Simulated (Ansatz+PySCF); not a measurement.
The numbers below are computed, except where a source is named.
Input for PySCF 2.14.0:

```python
from pyscf import gto, scf, mp

mol = gto.M(atom="""
C 0.000000 0.000000 -0.287530
C 0.000000 0.000000 -1.509830
H 0.000000 0.000000 -2.572030
C 0.000000 0.000000 1.079400
H 0.000000 -0.947190 1.644990
H 0.000000 0.947190 1.644990
""", basis='cc-pvtz', charge=0, spin=1)
mf = scf.UHF(mol)
mf.kernel()
pt = mp.MP2(mf, frozen=3).run()
print(mf.e_tot, pt.e_corr, pt.e_tot)
```

The script is written out from the run's settings.

The run gave:

* Converged: yes
* Reference energy: -115.29219 hartree
* Correlation energy: -0.42656 hartree
* Total energy: -115.71875 hartree
* Spin squared of the determinant: 0.964

Caution: the unrestricted determinant is spin contaminated.
